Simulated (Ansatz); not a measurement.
## Voigt–Reuss–Hill bulk modulus of anatase TiO2 (metastable phase) at several levels of theory

No measured value is used here.

```
level (code)     value (GPa)  cell (Å³/atom)
---------------  -----------  --------------
LDA (Ansatz)             204           11.02
PBE (Ansatz)             181           11.67
PBEsol (Ansatz)          191           11.31
r²SCAN (Ansatz)            …           11.40
HSE06 (Ansatz)           208           11.30
```

### Question
Some entries are withheld; supply them.

### Answer

- r²SCAN (Ansatz, a quantum-chemistry and plane-wave program), value (GPa): 199

Each level is taken at its own relaxed cell. Cutoffs and k meshes differ between the levels. Ansatz's density-functional and Hartree–Fock values are scalar-relativistic unless marked +SOC, with PAW data made under PBE.
